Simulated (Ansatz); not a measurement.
This geometry of C3H6OS (11 atoms, charge 0, multiplicity 1) is a first-order saddle point.

The calculation used RKS PBE-D4/def2-SVP (Ansatz).

```xyz
11
Properties=species:S:1:pos:R:3
C -0.376 0.786 1.058
C 0.210 -0.352 0.236
S 1.988 -0.025 -0.216
C -0.563 -0.616 -1.048
O -1.546 0.003 -1.392
H 0.216 0.964 1.976
H -0.398 1.720 0.464
H -1.417 0.544 1.354
H 0.213 -1.306 0.810
H 1.872 -0.320 -1.543
H -0.134 -1.454 -1.679
```

Problem. Which two structures does it join? (They come from a converged band through this point; their orientation in space is the band's.)

Solution. No bond is made or broken. The dihedral C4–C2–S3–H10 goes from 65 to -72°.

First end point:

```xyz
11
Properties=species:S:1:pos:R:3
C -0.346 0.835 0.903
C 0.181 -0.443 0.272
S 1.953 -0.358 -0.258
C -0.568 -0.875 -0.982
O -1.353 -0.166 -1.579
H 0.280 1.141 1.762
H -0.360 1.655 0.159
H -1.389 0.691 1.251
H 0.187 -1.295 0.986
H 1.766 0.665 -1.141
H -0.286 -1.906 -1.351
```

Last end point:

```xyz
11
Properties=species:S:1:pos:R:3
C -0.396 0.886 0.966
C 0.181 -0.278 0.175
S 1.874 0.171 -0.448
C -0.630 -0.614 -1.070
O -1.599 0.013 -1.447
H 0.222 1.110 1.856
H -0.464 1.795 0.335
H -1.425 0.641 1.296
H 0.285 -1.188 0.804
H 2.251 -1.093 -0.793
H -0.232 -1.500 -1.653
```

Problem. How far does it lie above each of them?

Solution. 3.6 kcal/mol above the first and 1.5 kcal/mol above the second. This is the barrier of this one path; another mechanism may lie lower.

The run took 2.2 min on 2 threads of Arm Neoverse V1, with other jobs on the host, peak memory 0.14 GiB.
